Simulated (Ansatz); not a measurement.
This geometry of AlH3O + H3P (9 atoms, charge 0, multiplicity 1) is a first-order saddle point.

Theory: RKS B3LYP/6-31G* in Ansatz.

```xyz
9
Properties=species:S:1:pos:R:3
Al 0.398 0.294 0.261
O -0.313 -0.197 1.909
H -1.216 -0.556 1.930
H 1.948 0.015 0.125
H -0.657 0.125 -0.914
P 0.021 2.700 1.408
H 1.418 2.772 1.163
H -0.405 2.877 0.063
H -0.325 1.083 1.912
```

Question: Which two structures does it join? (They come from a converged band through this point; their orientation in space is the band's.)

Answer: Bonds broken: P6–H9. Bonds formed: Al1–P6, O2–H9. AlH3O + H3P becomes AlH6OP.

First end point:

```xyz
9
Properties=species:S:1:pos:R:3
Al 0.187 -0.274 0.232
O -0.333 -0.851 1.764
H -1.279 -0.942 1.938
H 1.750 -0.202 0.015
H -0.891 0.087 -0.880
P 0.304 3.345 1.431
H 1.566 2.804 1.055
H -0.324 2.989 0.201
H -0.111 2.156 2.100
```

Last end point:

```xyz
9
Properties=species:S:1:pos:R:3
Al 0.374 0.486 0.235
O -0.397 -0.237 1.997
H -1.270 -0.647 1.875
H 1.768 -0.274 0.125
H -0.869 0.061 -0.681
P 0.380 2.724 1.055
H 1.689 3.119 0.671
H -0.287 3.362 -0.026
H -0.518 0.518 2.604
```

Question: How far does it lie above each of them?

Answer: 1.06 eV above the first and 0.91 eV above the second. This is the barrier of this one path; another mechanism may lie lower. The orbitals stay closed-shell, which can raise the energy where a bond breaks towards radicals; this wasn't checked here.

The run took 5.6 min on 1 thread of Arm Neoverse V1 (shared host), peak memory 0.12 GiB.
